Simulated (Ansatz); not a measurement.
Reaction (SMILES): P#P (P2) → P2+ (doublet, bonded as P#P) + e-
B3LYP-D3(BJ)/def2-TZVP geometries, fixed; electronic energies without zero-point terms.
Largest species:
```xyz
2

P      0.0000     0.0000    -0.9447
P      0.0000     0.0000     0.9447
```

Basis-set convergence of the adiabatic ionisation energy at r2SCAN with Ansatz (a first-principles code). All functions are spherical. Open shells are unrestricted. No added dispersion term, no relativity. Functions are those of the species that has most. Reference: the value in aug-cc-pV(5+d)Z, 10.403 eV, itself unsure by roughly 0.002 eV (its mean distance from pcseg-4, aug-pcseg-3, aug-cc-pV(Q+d)Z).

| basis | functions | adiabatic ionisation energy (eV) |
|---|---|---|
| def2-SVPD | 48 | 10.489 |
| aug-cc-pV(D+d)Z | 64 | … |
| cc-pV(T+d)Z | 78 | … |
| def2-TZVPP | 84 | 10.403 |
| def2-TZVPD | 86 | 10.413 |
| 6-311++G(3df,3pd) | 94 | … |
| aug-pcseg-2 | 100 | … |
| def2-QZVPP | 140 | 10.400 |
| aug-pcseg-3 | 178 | 10.403 |

Question: Complete the blanks.

Answer: 
- aug-cc-pV(D+d)Z, adiabatic ionisation energy (eV): 10.445
- cc-pV(T+d)Z, adiabatic ionisation energy (eV): 10.417
- 6-311++G(3df,3pd), adiabatic ionisation energy (eV): 10.435
- aug-pcseg-2, adiabatic ionisation energy (eV): 10.439
